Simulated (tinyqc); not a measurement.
Worked calculation: UHF in the sto-3g basis, for NH, spin multiplicity 3. This run ends on a higher stationary point, not on the lowest solution. Computed by tinyqc, a small Python program that keeps every step (integrals from PySCF). Settings: charge = 0, multiplicity = 3, basis = sto-3g, energy threshold = 1e-08, iteration cap = 80, orthogonalisation = symmetric, start = random, DIIS depth = 6, method = UHF. Command: `OMP_NUM_THREADS=1 python tinyqc.py 20480 20481 out.jsonl` (the two numbers bound the seeds that draw the settings). One thread of a shared host (Intel(R) Xeon(R) Processor @ 2.60GHz), about 0.2 s of CPU time with the checks.

Geometry (angstrom):
```
atom         x         y         z
N     0.000000  0.000000  0.000000
H     0.000000  0.000000  1.930000
```

Stop when the energy changes by less than 1e-08 hartree and every element of the error matrix X^T (F D S - S D F) X (for each spin) is below 3e-05.

Course of the cycle:
```
iteration   E (hartree)     change  largest element of the error matrix
1          -52.30177115          -                             2.15e+00
2          -53.90701122  -1.61e+00                             1.78e-01
3          -54.00764220  -1.01e-01                             6.89e-02
4          -54.02885554  -2.12e-02                             2.45e-02
5          -54.03785052  -8.99e-03                             3.26e-02
6          -54.03405995   3.79e-03                             2.94e-02
7          -54.02025411   1.38e-02                             1.38e-02
8          -54.03014958  -9.90e-03                             2.47e-02
9          -54.02207092   8.08e-03                             5.84e-03
10         -54.02193326   1.38e-04                             2.64e-03
11         -54.02194701  -1.38e-05                             2.07e-03
12         -54.02199746  -5.04e-05                             1.56e-03
13         -54.02233237  -3.35e-04                             1.36e-03
14         -54.02267115  -3.39e-04                             1.04e-03
...                 ...        ...                                  ...
17         -54.02287433  -8.99e-05                             1.08e-03
18         -54.02299062  -1.16e-04                             1.06e-03
19         -54.02302153  -3.09e-05                             9.58e-04
20         -54.02305094  -2.94e-05                             4.56e-04
21         -54.02306151  -1.06e-05                             2.28e-04
22         -54.02306272  -1.21e-06                             1.40e-04
23         -54.02306212   6.01e-07                             1.26e-04
24         -54.02306348  -1.36e-06                             1.36e-04
25         -54.02306440  -9.15e-07                             1.34e-04
26         -54.02306568  -1.28e-06                             9.24e-05
27         -54.02306590  -2.25e-07                             1.80e-05
28         -54.02306593  -3.45e-08                             1.31e-05
29         -54.02306596  -2.14e-08                             1.01e-05
30         -54.02306596  -2.65e-09                             8.88e-06
```

Can the last value be used, and what does the course show?

No, though the log alone does not show it. Converged in 30 iterations. But the solution lies 0.16613 hartree above the reference: it is another stationary point, not the lowest one. Reruns (cap 100 unless said): DIIS 8: converged in 24 to a higher stationary point; damping 0.5: not converged; level shift 0.5: not converged; atomic densities as start, DIIS 8: converged in 11 to a higher stationary point. PySCF UHF in the same basis, after a stability check = -54.18919686 hartree.
